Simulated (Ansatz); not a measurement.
# NH2Cl (triplet): from Hartree-Fock to the top rungs at distance Cl1–H2 along a hydrogen transfer = 1.327 Å, cc-pVTZ

An exercise on one series of results from a longer session: the logs are not shown, and one member is left open.

Method: cc-pVTZ, core rule «outside noble gas», up to 6 orbitals frozen; program: Ansatz 0.2.0, Gaussian basis.

Plan: UHF; CCSD(T) on ROHF; CCSD(T) on UHF; BCCD(T) on ROHF; CCSDT(Q) on ROHF; CCSDT(Q) on UHF; CASSCF and NEVPT2, 4 electrons in 4 orbitals; CASSCF and NEVPT2, 14 electrons in 10 orbitals.

## What is computed

The geometry derives from fragments relaxed apart (PBE0/def2-TZVP) and kept rigid, so it is no stationary point. A hydrogen atom is moved between rigid fragments.

4 atoms, charge 0, spin multiplicity 3.

Atoms are counted from 1 here; the program's logs count them from 0.

Bond lengths: Cl1–H2 1.327 Å, N3–H4 1.040 Å.

Set-up of the first run:

in.yaml

```yaml
crystal:
  periodic: [false, false, false]
  atoms:
    - {symbol: Cl, position_ang: [-0.805092, 0.019664, 0.000000]}
    - {symbol: H, position_ang: [0.521908, 0.019664, 0.000000]}
    - {symbol: N, position_ang: [1.847908, 0.019664, 0.000000]}
    - {symbol: H, position_ang: [2.116989, -0.984563, 0.000000]}
basis:
  gaussian: {orbitals: cc-pVTZ}
magnetization: {spin_polarized: true, initial_magnetization: 2}
hamiltonian: {xc: hf}
output: {orbitals: {seedname: orbitals}}
```

Started as:

```
$ ansatz run in.yaml --threads 1 --pin off --events-out ev --progress --plain --max-ram 2816MiB --backend cpu
```

Steps of the session up to this table: UHF; CCSD(T) on ROHF; CCSD(T) on UHF; BCCD(T) on ROHF; CCSDT(Q) on ROHF; CCSDT(Q) on UHF; CASSCF and NEVPT2, 4 electrons in 4 orbitals; CASSCF and NEVPT2, 14 electrons in 10 orbitals.

One of the session's tables, all rows but one given; the rest of the session is left out.

```
        method  from UCCSDT(Q) (meV)
          ROHF              +11368.9
           UHF              +11100.7
          RMP2                     ?
          UMP2               +1424.7
         RCCSD                +435.0
         UCCSD                +426.6
      RCCSD(T)                 +48.0
      UCCSD(T)                 +46.7
       BCCD(T)                 +46.7
        RCCSDT                 +18.9
        UCCSDT                 +16.5
     RCCSDT(Q)                  +2.8
     UCCSDT(Q)                     0
   CASSCF pair              +10743.2
   NEVPT2 pair               +1446.3
CASSCF valence              +10011.5
NEVPT2 valence               +2008.0
```

Q: Estimate the row for RMP2 from the others.

As computed: from UCCSDT(Q) (meV): +1415.8. In the column «from UCCSDT(Q) (meV)» it lies between RCCSD (+435.0) and UMP2 (+1424.7).

To keep in mind: Restricted and unrestricted rows rest on different reference determinants; where their highest levels disagree by more than a few hundredths of an eV, they describe different states and don't form one ladder.
